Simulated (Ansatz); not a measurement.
## Molecular dynamics, step by step

CH8OSi, singlet, PBE0-D4/def2-SVP (Ansatz 0.2.0). Settings (timestep in fs, temperature in K, friction in 1/fs; T counts 33 degrees of freedom, while the starting velocities carry no drift of the centre of mass, so T starts below the set value):

```yaml
hamiltonian: {xc: pbe0, dispersion: d4}
md: {n_steps: 60, timestep: 0.25, temperature: 500, ensemble: nvt_langevin, seed: 307, friction: 0.05, initial_velocities: maxwell_boltzmann}
```

Start, the saddle point found with PBE0-D4 in triple zeta (not stationary at another level):

```
11
angstrom
Si -0.5103 0.1237 -0.2039
H 0.0917 -1.4756 -0.6091
H -1.8758 -0.4348 -0.4148
H -0.7764 1.5953 -0.4237
C 0.1886 0.0463 1.5249
H 0.6186 -0.8507 -1.4475
O 0.7552 0.2350 -1.6066
H -0.3149 0.7678 2.1728
H 0.1016 -0.9542 1.9501
H 1.2497 0.3095 1.4957
H 0.4720 0.6378 -2.4380
```

```
step  time (fs)  potential energy less the start (meV)  kinetic energy (meV)  T (K)
   0       0.00                                    0.0                 646.3    455
   4       1.00                                  129.8                 547.3    385
   8       2.00                                  308.5                 299.7    211
  12       3.00                                  335.1                 260.9    183
  16       4.00                                  208.3                 421.1    296
  20       5.00                                   82.1                 570.1    401
  24       6.00                                  107.1                 593.1    417
  28       7.00                                  180.8                 467.6    329
  32       8.00                                  102.4                 579.3    407
  36       9.00                                   14.0                 566.9    399
  40      10.00                                   64.9                 561.1    395
  44      11.00                                  160.8                 424.6    299
  48      12.00                                  117.3                 519.1    365
  52      13.00                                  -70.5                 769.7    541
  56      14.00                                 -249.1                 824.7    580
  60      15.00                                 -275.1                 737.8    519
```

Step 28, positions (Å) and forces (eV/Å):

| atom | x | y | z | Fx | Fy | Fz |
| --- | --- | --- | --- | --- | --- | --- |
| Si1 | -0.526 | 0.116 | -0.195 | 0.309 | 0.840 | -0.395 |
| H2 | 0.134 | -1.470 | -0.687 | -0.025 | -0.861 | 0.375 |
| H3 | -1.856 | -0.497 | -0.468 | -0.048 | -0.044 | 0.041 |
| H4 | -0.795 | 1.596 | -0.322 | -0.177 | 0.107 | -0.161 |
| C5 | 0.222 | 0.069 | 1.519 | -1.404 | -1.186 | 1.608 |
| H6 | 0.605 | -0.938 | -1.376 | -0.102 | -0.586 | 0.239 |
| O7 | 0.732 | 0.218 | -1.572 | 0.171 | -1.067 | 2.834 |
| H8 | -0.246 | 0.807 | 2.248 | 0.393 | -0.534 | -0.961 |
| H9 | 0.122 | -0.954 | 2.023 | 0.255 | 1.071 | -0.681 |
| H10 | 1.271 | 0.298 | 1.432 | 0.868 | 0.195 | -0.011 |
| H11 | 0.709 | 0.696 | -2.349 | -0.240 | 2.064 | -2.888 |

Step 36, positions (Å) and forces (eV/Å):

| atom | x | y | z | Fx | Fy | Fz |
| --- | --- | --- | --- | --- | --- | --- |
| Si1 | -0.535 | 0.111 | -0.192 | 1.089 | 1.983 | -0.637 |
| H2 | 0.151 | -1.471 | -0.677 | -0.178 | -1.235 | 0.564 |
| H3 | -1.833 | -0.501 | -0.477 | -0.413 | -0.324 | -0.026 |
| H4 | -0.811 | 1.614 | -0.319 | -0.192 | -0.272 | -0.034 |
| C5 | 0.230 | 0.065 | 1.519 | -0.671 | -1.794 | 0.967 |
| H6 | 0.564 | -0.985 | -1.310 | 0.106 | -0.873 | 0.058 |
| O7 | 0.729 | 0.216 | -1.553 | -0.130 | 1.281 | -0.444 |
| H8 | -0.219 | 0.789 | 2.222 | 0.024 | 0.061 | -0.317 |
| H9 | 0.154 | -0.953 | 2.030 | 0.035 | 0.955 | -0.630 |
| H10 | 1.294 | 0.260 | 1.442 | 0.570 | 0.289 | -0.132 |
| H11 | 0.770 | 0.802 | -2.337 | -0.240 | -0.073 | 0.630 |

Step 52, positions (Å) and forces (eV/Å):

```
atom       x       y       z      Fx      Fy      Fz
 Si1  -0.554   0.106  -0.195   1.433   3.566  -1.078
  H2   0.134  -1.539  -0.580   0.301  -0.740  -0.251
  H3  -1.813  -0.583  -0.486  -0.347  -0.269   0.007
  H4  -0.917   1.691  -0.336   0.074  -1.462   0.128
  C5   0.244   0.060   1.514   0.695   0.032  -0.416
  H6   0.531  -1.101  -1.221  -0.070  -1.001   0.571
  O7   0.740   0.221  -1.524  -0.429   1.958  -1.284
  H8  -0.167   0.807   2.202  -0.133   0.162  -0.060
  H9   0.176  -0.907   1.980  -0.260  -0.878   0.436
 H10   1.348   0.227   1.435  -0.599   0.184  -0.223
 H11   0.855   0.919  -2.272  -0.666  -1.551   2.170
```

Last step (60):

Si1  (-0.564, 0.109, -0.197)
H2  (0.134, -1.624, -0.517)
H3  (-1.804, -0.623, -0.490)
H4  (-0.994, 1.654, -0.364)
C5  (0.248, 0.052, 1.507)
H6  (0.515, -1.178, -1.172)
O7  (0.752, 0.225, -1.520)
H8  (-0.170, 0.830, 2.185)
H9  (0.187, -0.937, 1.976)
H10  (1.353, 0.234, 1.421)
H11  (0.860, 0.886, -2.133)
(Å)

The run took about 25 s on 4 CPU threads of an AMD EPYC 9R45 (shared host).
